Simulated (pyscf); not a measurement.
Optimised with ωB97X-D3(BJ)/def2-SVP in PySCF.

Question: O=Nb(OH)(OH)–OH → O=Nb(=O)–OH + H₂O
Surface: singlet. Broken: Nb–O, H–O. Formed: H–O. Give ΔE‡ and ΔE from ωB97M-D3(BJ)/def2-TZVP, relative to the reactant's lowest minimum found.

Answer: ΔE‡ = 50.8 kcal/mol, ΔE = +74.4 kcal/mol. Zero-point energy shifts the barrier by -1.5 kcal/mol. It is an elimination, with an imaginary mode of 1432i cm⁻¹. On the reactant side the descent ends in a point that may be a rotor saddle (no frequency run), 2.0 kcal/mol over the lowest minimum found and 49.1 kcal/mol under the saddle at ωB97X-D3(BJ)/def2-TZVP. On the product side the descent ends in an adduct with a Nb–O contact, 38.5 kcal/mol under the separated species and 12.8 kcal/mol under the saddle at ωB97X-D3(BJ)/def2-TZVP. At ωB97M-D3(BJ) the saddle lies under the separated products, which points to a path from their complex (located at ωB97X-D3(BJ) alone), and parting the products costs more than the saddle. What is counted as broken (Nb–O) persists as a longer contact in the product adduct; parting that adduct is a step of its own. At the saddle there is also a short H–Nb contact that neither side keeps. One saddle was located; it need not be the lowest between these sides. Elements past Kr carry the def2 core potentials, without spin-orbit coupling.
